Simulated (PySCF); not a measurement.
How good is the calculation?

Atoms are numbered as in `[CH3:1][CH:2]([CH3:3])[Cl:4]`; H(Xn) means a hydrogen on atom n.

What is known from experiment: δ 13C C2 53.7; C1/C3 27.3; δ 1H H(C2) 4.14; H(C1)/H(C3) 1.55 ppm (measured; solution, not stated per compound (mostly CDCl3 or CCl4); Pretsch, Buehlmann, Badertscher, Structure Determination of Organic Compounds, 4th ed. (2009)).

Single conformer, non-relativistic, no solvent model, averaged over atoms made equivalent by symmetry, fast rotation or ring inversion. Structure optimised with PBE0-D3(BJ)/def2-TZVP; NMR shieldings at B97-2/pcSseg-2/GIAO; PySCF.

**Question.** Set the calculated values beside the experiment.

**Answer.** 
Reference values: measured (solution, not stated per compound (mostly CDCl3 or CCl4); Pretsch, Buehlmann, Badertscher, Structure Determination of Organic Compounds, 4th ed. (2009)).
```json
{"atoms": "C2", "quantity": "δ 13C", "reference": "53.7", "computed": "61.0", "computed, scaled": "52.3"}
{"atoms": "C1/C3", "quantity": "δ 13C", "reference": "27.3", "computed": "29.6", "computed, scaled": "26.5"}
{"atoms": "H(C2)", "quantity": "δ 1H", "reference": "4.14", "computed": "4.16", "computed, scaled": "4.05"}
{"atoms": "H(C1)/H(C3)", "quantity": "δ 1H", "reference": "1.55", "computed": "1.42", "computed, scaled": "1.48"}
```

Computed shifts are σ(ref) − σ with the named reference compound (TMS for H and C) calculated as an isolated molecule at the same level. The measured values may be among those fitted. Expected solution values come from regression of measured δ (H and C: mostly CDCl3, vs TMS) on computed σ: 13C: δ = 176.83 − 0.965σ -4.5 per attached Cl (rms 2.0 ppm, 507 shifts, 2.1 ppm with the 1 outlier that the fit left out); 1H: δ = 29.81 − 0.938σ (rms 0.14 ppm, 293 shifts, 0.16 ppm with the 4 outliers that the fit left out). Occasional misses reach two or three times the rms, and more in compound classes unlike the fitted ones.

**Question.** How far are the unscaled 13C shifts from the references?

**Answer.** Mean signed difference +4.80 ppm, mean absolute 4.80 ppm over 2 comparisons; the largest is +7.3 ppm at C2 (sp3 CH bonded to Cl).

**Question.** How far are the unscaled 1H shifts from the references?

**Answer.** Mean signed difference -0.05 ppm, mean absolute 0.08 ppm over 2 comparisons; the largest is -0.13 ppm at H(C1)/H(C3) (hydrogen on a methyl carbon).

Carbons that carry Cl, above all several Cl atoms, come out too deshielded, partly because spin–orbit coupling is missing.
